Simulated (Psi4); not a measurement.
# N2H (dinitrogen monohydride): CASSCF(3,4)/aug-cc-pVDZ (density fitting, density fitting for correlation, nat orbs yes, sweep point 2)

We compute the charge distribution of N2H (dinitrogen monohydride). 

The calculation is run with Psi4 1.11.

5 further runs of the same task are left out: 2 that didn't finish, 3 set aside as unsound or not needed.

### Step 1. The structure to begin with

N2H: 3 atoms, total charge 0, spin state doublet. SMILES: `[N]=N`. Geometry: relaxed at GFN2-xTB.

Bond lengths: N1–N2 1.164 Å, N2–H3 1.037 Å. Angles: N1–N2–H3 124.8°.

### Step 2. Energy and one-electron properties at CASSCF(3,4)/aug-cc-pVDZ (density fitting, density fitting for correlation, nat orbs yes, sweep point 2)

The input, job.in:

```
memory 1600 mb

molecule system {
  0 2
  N      0.715210    -0.640440     0.325220
  N     -0.243160    -0.185380    -0.152740
  H     -0.472040     0.825820    -0.172480
  symmetry c1
}

set globals {
  basis aug-cc-pVDZ
  reference rohf
  puream true
  scf_type df
  restricted_docc [6]
  active [4]
  mcscf_type df
  mcscf_maxiter 80
  mcscf_r_convergence 0.0001
  mcscf_e_convergence 1e-06
  nat_orbs true
  maxiter 150
}

energy_value, wavefunction = energy('casscf', return_wfn=True)
oeprop(wavefunction, 'DIPOLE', 'QUADRUPOLE', 'MULLIKEN_CHARGES', 'LOWDIN_CHARGES')
```

The run is started by

```
psi4 job.in job.out -n 1
```

**Question.** What will come out? Wanted: total energy; dipole moment.

Answer, from the run:

Level: CASSCF(3,4)/aug-cc-pVDZ (density fitting, density fitting for correlation, nat orbs yes, sweep point 2).

| quantity | value |
| --- | --- |
| total energy | -109.43959 Eh |
| dipole moment (correlated density) | 2.07 D |

**Reading.** Mulliken charges run from -0.10 on N1 to +0.12 on H3; in a basis this large or diffuse they mean little.
